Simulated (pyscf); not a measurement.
Optimised with ωB97X-D3(BJ)/def2-SVP in PySCF.

PBE/def2-TZVP puts the barrier of `[GeH2]` [singlet] + `[CH2][CH3]` [doublet] → `[GeH3]` [doublet] + `[CH2]=[CH2]` (hydrogen abstraction; doublet surface; C–H broken, Ge–H formed) at -26.1 kJ/mol and the reaction energy at -92.3 kJ/mol, from the separated reactants. What do B3LYP-D3(BJ)/def2-TZVP, PBE0-D3(BJ)/def2-TZVP, ωB97M-D3(BJ)/def2-TZVP give on the same structures?

B3LYP-D3(BJ): ΔE‡ = -5.4 kJ/mol, ΔE = -86.5 kJ/mol; PBE0-D3(BJ): ΔE‡ = -10.4 kJ/mol, ΔE = -89.4 kJ/mol; ωB97M-D3(BJ): ΔE‡ = 17.2 kJ/mol, ΔE = -91.2 kJ/mol. PBE's barrier lies under all of them, by 15.6 to 43.3 kJ/mol. Its reaction energy lies under all of them, by 1.1 to 5.8 kJ/mol. Low barriers are usual for a GGA, whose delocalisation error favours stretched bonds. On the reactant side the descent ends in a complex, 20.2 kJ/mol under the separated species and 32.1 kJ/mol under the saddle at ωB97X-D3(BJ)/def2-TZVP. At B3LYP-D3(BJ), PBE0-D3(BJ) the saddle lies under the separated reactants, which points to a path from their complex (located at ωB97X-D3(BJ) alone). At PBE this geometry lies under the reactants; that is no barrier but a single point on another level's saddle; such a level's own saddle, if it has one, lies nearer that side and is low. This is the saddle that the search found; another between the same sides may lie lower. The angle at the transferred H is 133°. Elements up to Kr have no core potential and no relativistic terms here.
